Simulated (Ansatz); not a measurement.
# BH₃ (triplet): r2SCANh, BHLYP, wB97M-V over a scan of the scale of all distances, cc-pVDZ

How well do these functionals follow the top wave-function level for BH₃ (triplet) over a scan of the scale of all distances?

Computed with Ansatz 0.2.0, Gaussian basis. Level: cc-pVDZ, all electrons in the functionals.

The runs, in order: r2SCANh, BHLYP, wB97M-V, at 0.886; 1.000; 1.114; 1.306; 1.484; 1.769; 1.990; 2.374.

8 further runs of the same task are left out: 5 that didn't finish, 3 set aside as unsound or not needed.

## 1. The system

The geometry derives from a PBE0/def2-TZVP stationary point (not a proven minimum). All distances are scaled together.

4 atoms, charge 0, spin multiplicity 3.

Atoms are counted from 1 here; the program's logs count them from 0.

Bond lengths: B1–H2 1.281 Å, B1–H3 1.186 Å, B1–H4 1.281 Å. Angles: H2–B1–H3 117.7°, H2–B1–H4 49.8°, H3–B1–H4 117.7°.

No dispersion term is added; wB97M-V holds VV10 nonlocal correlation.

The geometry shown and the zero of energy belong to the point 1.000. The yardstick, FCI, and other wave-function levels (R restricted, U unrestricted, valence and pair active spaces) come from earlier runs.

## 2. r2SCANh, 0.886

The input, in.yaml:

```yaml
crystal:
  periodic: [false, false, false]
  atoms:
    - {symbol: B, position_ang: [-0.101790, 0.000008, 0.078900]}
    - {symbol: H, position_ang: [0.275921, 0.477631, -0.878812]}
    - {symbol: H, position_ang: [0.540010, -0.000042, 0.911359]}
    - {symbol: H, position_ang: [0.275848, -0.477672, -0.878813]}
basis:
  gaussian: {orbitals: cc-pVDZ}
magnetization: {spin_polarized: true, initial_magnetization: 2}
hamiltonian: {xc: {name: r2SCANh}}
```

Run with:

```
$ ansatz run in.yaml --threads 1 --pin off --events-out ev --progress --plain --max-ram 2393MiB
```

The runs that follow: r2SCANh, 1.000; r2SCANh, 1.114; r2SCANh, 1.306; r2SCANh, 1.484; r2SCANh, 1.769; r2SCANh, 1.990; r2SCANh, 2.374; BHLYP, 0.886; BHLYP, 1.000; BHLYP, 1.114; BHLYP, 1.306; BHLYP, 1.484; BHLYP, 1.769; BHLYP, 1.990; BHLYP, 2.374; wB97M-V, 0.886; wB97M-V, 1.000; wB97M-V, 1.114; wB97M-V, 1.306; wB97M-V, 1.484; wB97M-V, 1.769; wB97M-V, 1.990; wB97M-V, 2.374.

Before running them: what should the planned runs give, taken together? Wanted: span of the FCI curve; largest miss, r2SCANh; largest miss, BHLYP; largest miss, wB97M-V.

The runs gave:

| quantity | value |
| --- | --- |
| span of the FCI curve | 706.0 kJ/mol |
| largest miss, r2SCANh | +76.5 kJ/mol (2.374) |
| largest miss, BHLYP | +54.6 kJ/mol (1.990) |
| largest miss, wB97M-V | +72.4 kJ/mol (2.374) |

**Reading.** Of the functionals, BHLYP keep the smallest largest miss at the points compared (at most 54.6 kJ/mol) and r2SCANh strays most (76.5 kJ/mol, at 2.374). r2SCANh, BHLYP, wB97M-V clearly break the spin symmetry at some points (⟨S²⟩ up to 0.75 above the pure value), so energy there is bought with a mixed spin. Functionals and the yardstick converge differently with the basis, so part of each miss in cc-pVDZ is the basis.
